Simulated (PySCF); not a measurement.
Two-dimensional NMR puzzle

Compound of formula C₃H₄O₃. Correlations simulated from computed shifts and couplings:

HSQC (one-bond C–H):
```csv
δH,δC,"¹J(C,H) (Hz)"
8.20,158.1,239
6.15,70.7,224
2.74,45.7,187
2.57,45.7,184
```

COSY cross peaks (|J| ≥ 2 Hz):
```csv
δH,δH,abs. J (Hz),bonds
6.15,2.57,2.3,3
2.74,2.57,6.1,2
```

HMBC (two and three bonds, |J| ≥ 2.5 Hz):
```csv
δH,δC [abs. J in Hz]
8.20,70.7 [6.1]
6.15,158.1 [2.9]
2.74,70.7 [4.3]
```

PySCF 2.14.0 with density-fitted response routines calculation with σ from GIAO-KT2/pcSseg-2, coordinates at the PBE0-D3(BJ)/def2-SVP level and J couplings at B3LYP/pcJ-1 (without the spin–dipole term); a single conformation, no solvent model, no relativistic terms.

Scale: ¹H (σref 31.18) and ¹³C (σref 182.28) vs TMS (reference shieldings calculated alike).

Exchangeable hydrogens are left out of these lists, and C,H couplings along chains are those of one rotamer, so weak HMBC peaks may be missing or extra.

Assemble the structure.

Results:

SMILES O=CO[C@H]1CO1.

Numbering as in the mapped SMILES `[O:1]=[CH:2][O:3][C@H:4]1[CH2:5][O:6]1`; H(Xn) means a hydrogen on atom n. Ha(C5) is cis to O3 on the ring; Hb(C5) is trans to O3 on the ring.

- δC 158.1 is C2, an ester carbonyl carbon (δH 8.20).
- δC 70.7 is C4, an epoxide ring carbon (δH 6.15).
- δC 45.7 is C5, an epoxide ring carbon (δH 2.74, 2.57).
- COSY links 6.15–2.57, 2.74–2.57.

The data come from this structure; uniqueness wasn't tested.

Unscaled 3J(H,H) at this level run about 10 % above measured values. Shifts are as computed. Against solution values, carbons near 30 ppm lie about +3 ppm off and those near 130 ppm about -1 ppm. Of 1211 compounds with measured shifts, 218 miss one by over three times the rms of a fit or turn the order of signals round; such compounds aren't used in these exercises.
